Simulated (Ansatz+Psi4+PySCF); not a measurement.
A calculation with Psi4 1.11.

```
molecule {
0 2
C 0.693410 0.027130 -0.074380
O -0.665580 -0.120290 0.025040
H -1.085440 0.733070 -0.097790
H 1.113930 0.978590 0.222760
H 1.218860 -0.878380 0.117890
}

set basis cc-pVTZ
set reference rohf
set scf_type pk
energy('scf')
```

The input is written out from the run's settings.

Results

| Quantity | Value |
| --- | --- |
| Converged | yes |
| Total energy | -114.45840 hartree |
| Spin squared of the determinant | 0.750 |
